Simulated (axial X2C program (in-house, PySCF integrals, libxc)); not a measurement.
# Levels of SiS⁻ by electron attachment to SiS (EOM-EA-CCSD)

Computed with an in-house all-electron X2C program for linear molecules (integrals from PySCF): two-component X2C with atomic mean-field Coulomb and Gaunt terms, Gaussian nuclei, basis S dyall-av3z, Si dyall-av3z with contracted cores.

R = 2.114 Å (1.090 times 1.939 Å, the PBE0 minimum at charge 0 for the lowest determinant).

Levels of SiS⁻ obtained by attaching an electron to SiS:

```json
{"Ω": "1/2", "binding energy (eV)": "0.710", "above lowest (cm⁻¹)": "0", "attached spinor": "63% Si pπ, 12% Si dπ, 11% S pπ", "one-particle weight": "0.94"}
{"Ω": "3/2", "binding energy (eV)": "0.691", "above lowest (cm⁻¹)": "157", "attached spinor": "63% Si pπ, 12% Si dπ, 11% S pπ", "one-particle weight": "0.94"}
{"Ω": "1/2", "binding energy (eV)": "-0.704", "above lowest (cm⁻¹)": "11404", "attached spinor": "61% Si pσ, 33% Si sσ", "one-particle weight": "0.99"}
{"Ω": "1/2", "binding energy (eV)": "-0.877", "above lowest (cm⁻¹)": "12804", "attached spinor": "54% Si sσ, 26% Si pσ, 8% Si dσ", "one-particle weight": "0.98"}
{"Ω": "1/2", "binding energy (eV)": "-1.131", "above lowest (cm⁻¹)": "14854", "attached spinor": "94% Si pπ", "one-particle weight": "0.99"}
{"Ω": "3/2", "binding energy (eV)": "-1.133", "above lowest (cm⁻¹)": "14865", "attached spinor": "94% Si pπ", "one-particle weight": "0.99"}
{"Ω": "1/2", "binding energy (eV)": "-2.285", "above lowest (cm⁻¹)": "24157", "attached spinor": "77% S pσ, 11% Si dσ, 7% S dσ", "one-particle weight": "0.98"}
```

Problem. Take the first Ω = 1/2 and Ω = 3/2 rows of π character: how far apart are they, and which lies lower?

Solution. E(3/2) − E(1/2) = 157 − 0 = 157 cm⁻¹ at EOM-EA-CCSD: regular, Ω = 1/2 lower. Splittings at this level can be off by ten to twenty per cent.

Negative binding energies belong to unbound states, resonances or levels that the basis set holds; within some tenths of an eV of zero the sign is not settled.

This point took 20 s on 1 thread of Arm Neoverse N1 (shared host).

Reference electrons by ω block (each with its −ω partner): 1/2: 12, 3/2: 3. 10 electrons of SiS correlated (inner shells frozen), 92 natural virtual spinors (a truncated set); levels can be off by some tenths of an eV. Roots sought by Ω: (1/2: 5, 3/2: 4, 5/2: 2, 7/2: 1); rows need 60 % one-particle weight and stop where some Ω has no more roots. Missing are any skipped roots, higher Ω and states of a further excitation; these come out far too high here and may in truth be low or lowest. T1 of the reference 0.031 (Lee–Taylor). Number of frozen shells: S 2 s, 1 p; Si 2 s, 1 p. Large amplitudes in the reference (orbital relaxation or multireference character) lower the reliability.
